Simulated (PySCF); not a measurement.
## CFCl, singlet: data card

Level of theory: PySCF, PBE0, basis C def2-TZVP, F def2-TZVP, Cl def2-TZVP (no relativity, density fitting).

The structure is a minimum.

Coordinates in bohr (charge 0 multiplicity 1):
```
C    -0.8627    0.0000   -1.4412
F    -2.7900    0.0000    0.0549
Cl    1.8119    0.0000    0.4647
```

| Property | Result |
| --- | --- |
| Point group | Cs |
| Bond lengths | C–Cl 1.738 Å, C–F 1.291 Å |
| Bond angles | Cl–C–F 106.7° |
| Zero-point energy | 14.6 kJ/mol |
| Rotational symmetry number | 1 |
| Entropy at 298.15 K and 1 bar | 258.8 J/(mol K) |
| Rotational constants | 2.356, 0.2161, 0.1979 cm⁻¹ |
| Dipole moment | 0.85 D |
| Principal polarisabilities | 18.6, 20.5, 37.2 bohr³ |
| Lowest empty level | -2.91 eV |
| Principal quadrupole moments (Buckingham, traceless) about the centre of mass | -2.89, 1.19, 1.71 D Å |
| Highest occupied level | -8.09 eV |
| Heat capacity Cp at 298.15 K | 42.6 J/(mol K) |
| Enthalpy at 298.15 K above 0 K | 10.86 kJ/mol |
| Atomisation energy without zero-point energy | 906 kJ/mol |

Harmonic modes (masses in u: C 12.000, F 18.998, Cl 34.969):
| symmetry | ω (cm⁻¹) | IR (km/mol) |
| --- | --- | --- |
| a' | 458 | 12.0 |
| a' | 771 | 231 |
| a' | 1209 | 263 |

Charges (e):
| atom | Mulliken | Löwdin | polar tensor | Mayer order to C1 |
| --- | --- | --- | --- | --- |
| C1 | 0.03 | -0.63 | 0.82 | – |
| F2 | -0.03 | 0.25 | -0.42 | 1.17 |
| Cl3 | 0.00 | 0.38 | -0.40 | 1.32 |

Mulliken populations on C1: s 3.84, p 1.96, d 0.15, f 0.02.

Counting electrons, carbon keeps 2 of its valence electrons outside its bonds, so the VSEPR class is AX2E1 and the expected shape is bent; with unlike ligands the computed point group is Cs.

Other isomers or separated fragments may lie lower.

The final relaxation and frequency run took 22 s on 2 threads of a shared Arm Neoverse V1 host, with 99 basis functions and 14 gradients; the process peaked at 0.9 GiB.
